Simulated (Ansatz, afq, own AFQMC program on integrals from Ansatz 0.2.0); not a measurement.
# Atomization energy of CH₂B, quartet

```xyz
4

B     0.0000   -0.1048    0.8024
C     0.0000   -0.0446   -0.7232
H     0.0000    0.8949    1.4725
H     0.0000    0.7607   -1.4612
```

Connectivity, by distances: BH–CH.

Atoms in their ground-state spins without spin–orbit coupling (mostly on UHF) minus the molecule (UHF), without zero-point energy. The geometry is a stationary point, not shown to be a minimum.

Basis cc-pVDZ. Only valence electrons are correlated. Integrals, coupled cluster, full CI and functionals: Ansatz 0.2.0; the random walks run on the same integrals in our own AFQMC program. ph-AFQMC/CISD is guided by a CISD state made of CCSD amplitudes; releasing the constraint for a short imaginary time cuts its bias at the price of noise, slowly where states lie close. Uncertainties: one standard error, sampling alone. The errors of all members are added in quadrature.

No full CI on the walks' own integrals is used here; CCSDT(Q) serves as the reference and is uncertain by about the last step of the cluster series. Each member takes its own surest rung, up to full CI.

The best estimate is CCSD(T) at the basis-set limit (CBS: def2-TZVPP and def2-QZVPP, with their diffuse functions for anions and beside diffuse sets, CCSD(T) itself extrapolated) plus the step from CCSD(T) to CCSDT(Q) in cc-pVDZ. Rows without CBS are in cc-pVDZ, the functionals in def2-TZVP; B2PLYP and the wave-function rows carry a basis error of their own. Core correlation and relativity beyond core potentials are missing, and ± holds the sampling alone.

Cautions: CH₂B (quartet): another spin lies lower.

Q: Estimate: order these levels by their error in the atomization energy against the best estimate, smallest first.
A. wB97M-V
B. HF/CBS
C. CCSD(T)/CBS
D. B2PLYP

A: C (0.011 eV), D (0.079 eV), A (0.161 eV), B (1.820 eV).

Best estimate: 11.320 eV.

Best estimates are given only where the step beyond CCSD(T) is under 0.3 eV and no member's determinant is very poor (T1 over 0.05, or 0.07 for open shells, ⟨S²⟩ too high by 0.3, two states mixed), so the hardest cases are missing from such tables.

The functionals ran in a triple-zeta set and keep a basis error of their own, a few kJ/mol for each bond in atomization energies and more for double hybrids, so close places among them and the extrapolated levels can swap.

Each member of a difference takes its own highest rung, so a best estimate needn't equal the limit plus the step of one row. A walk keeps the symmetry of its determinant, which the program's search chose and which needn't be the lowest solution, so a lower state of the same spin and another symmetry isn't excluded.
